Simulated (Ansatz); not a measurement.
Input file:

```yaml
crystal:
  periodic: [false, false, false]
  atoms:
    - {symbol: B, position_ang: [0.000000, 0.000000, 0.000000]}
    - {symbol: H, position_ang: [0.708240, 0.728956, 1.584899]}
    - {symbol: H, position_ang: [-0.728200, -0.705855, 1.586310]}
    - {symbol: H, position_ang: [-0.707397, 0.706631, -1.595351]}
    - {symbol: H, position_ang: [0.727358, -0.729733, -1.575857]}
basis:
  gaussian: {orbitals: "6-31G*"}
total_charge: 1
magnetization: {spin_polarized: false, initial_magnetization: 2}
correlation: {method: bccd_t, electrons: all}
accuracy: high
scf: {lower_state_search: off}
```

```sh
$ ansatz run in.yaml --threads 1 --pin off --events-out ev --progress --plain --max-ram 2393MiB
```

The program prints:

```
these checks for a lower state are left out or cut short: stability, starts, cluster_reference, orbital_swaps, neighbouring_geometries, increment
483 factors; integrals over basis functions are off by at most 2.6e-9 eV
mean field evaluation 1: about -713.6761 eV, gradient 6.5e0 eV
mean field evaluation 2: about -713.6764 eV, gradient 6.5e0 eV
mean field evaluation 4: about -714.0895 eV, gradient 7.4e-1 eV
mean field evaluation 8: about -714.0951 eV, gradient 6.9e-4 eV
mean field -714.09508614 eV, -26.2425103845 hartree, gradient 2.8e-8 eV, S^2 2.000000; 0 other end points of the search recorded, 0 dependent functions left out
reference -714.09508614 eV, -26.2425103845 hartree; 5, 3 occupied and 18, 20 virtual orbitals, 483 factors
second order -2.44619640 eV of doubles, -0.14485810 eV of singles
cycle   1  -3.18366193 eV  change   -5.8e-1 eV  update   9.7e-2
cycle   2  -3.53682816 eV  change   -3.5e-1 eV  update   5.0e-2
cycle   3  -3.63017171 eV  change   -9.3e-2 eV  update   2.1e-2
cycle   4  -3.65489318 eV  change   -2.5e-2 eV  update   1.2e-2
cycle   5  -3.67732955 eV  change   -2.2e-2 eV  update   6.1e-3
cycle   6  -3.67430247 eV  change    3.0e-3 eV  update   1.7e-3
...
cycle  20  -3.67708740 eV  change    7.5e-7 eV  update   1.7e-7
cycle  21  -3.67708694 eV  change    4.6e-7 eV  update   9.1e-8
cycle  22  -3.67708679 eV  change    1.5e-7 eV  update   3.7e-8
cycle  23  -3.67708681 eV  change   -1.7e-8 eV  update   2.0e-8
cycle  24  -3.67708680 eV  change    1.2e-8 eV  update   1.0e-8
cycle  25  -3.67708680 eV  change   -4.7e-9 eV  update   6.6e-9
cycle  26  -3.67708680 eV  change   -1.6e-9 eV  update   3.9e-9
cycle  27  -3.67708680 eV  change   6.5e-10 eV  update   2.5e-9
cycle  28  -3.67708680 eV  change  -3.3e-10 eV  update   1.3e-9
cycle  29  -3.67708680 eV  change  -1.7e-10 eV  update  5.0e-10
perturbative correction -0.17491188 eV, -0.0064278931 hartree
Total energy: -717.94708482 eV, -26.3840687251 hartree
Checks for a lower state left out: stability, starts, cluster_reference, orbital_swaps, neighbouring_geometries, increment
```

Ran on 1 thread of Arm Neoverse V2, shared host: 0.51 s wall, 0.09 GiB peak host memory.
